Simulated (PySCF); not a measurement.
## Gas-phase XPS of `Cc1cnoc1`, computed

Compound: C₄H₅NO.
Numbering: `[CH3:1][c:2]1[cH:3][n:4][o:5][cH:6]1`

Method: delta-SCF UKS SCAN, pcX-2 on the ionised atom, pcseg-1 elsewhere, spin-free X2C (PySCF 2.14.0). Vertical ΔSCF values, vacuum level as zero.

**Question.** List the computed XPS lines with their assignment.

**Answer.** 
```json
{"atom(s)": "C2", "bonded to": "2 C (aromatic in the SMILES) and C", "level": "C 1s", "binding energy (eV)": "291.04", "above the level's lowest (eV)": "0.00", "count": "1"}
{"atom(s)": "C1", "bonded to": "C and 3 H", "level": "C 1s", "binding energy (eV)": "291.39", "above the level's lowest (eV)": "+0.35", "count": "1"}
{"atom(s)": "C3", "bonded to": "N (aromatic in the SMILES), C (aromatic in the SMILES) and H", "level": "C 1s", "binding energy (eV)": "291.51", "above the level's lowest (eV)": "+0.47", "count": "1"}
{"atom(s)": "C6", "bonded to": "O (aromatic in the SMILES), C (aromatic in the SMILES) and H", "level": "C 1s", "binding energy (eV)": "292.02", "above the level's lowest (eV)": "+0.98", "count": "1"}
{"atom(s)": "N4", "bonded to": "O (aromatic in the SMILES) and C (aromatic in the SMILES)", "level": "N 1s", "binding energy (eV)": "405.97", "above the level's lowest (eV)": "0.00", "count": "1"}
{"atom(s)": "O5", "bonded to": "N (aromatic in the SMILES) and C (aromatic in the SMILES)", "level": "O 1s", "binding energy (eV)": "540.43", "above the level's lowest (eV)": "0.00", "count": "1"}
```

The listed C 1s values span 0.98 eV, from C2 (bonded to 2 C (aromatic in the SMILES) and C) to C6 (bonded to O (aromatic in the SMILES), C (aromatic in the SMILES) and H). The widest gap between neighbouring values is 0.51 eV, between 291.51 and 292.02 eV. Summing the Pauling electronegativity differences to the bonded atoms, each weighted by its formal bond order, gives 0.00 for the lowest site and +0.99 for the highest; no listed site has a larger sum than the highest. The smallest sum, -1.05, belongs to C1, 0.35 eV above the lowest.

**Question.** Give the binding energy of C 1s of C1 in hartree and in kJ/mol.

**Answer.** 291.39 eV = 10.7084 Eh = 28115 kJ/mol.

Geometry: GFN2-xTB; no solvent, vibrations or thermal averaging.

On Arm Neoverse N1, one thread, no GPU, shared host, this took 83 s.
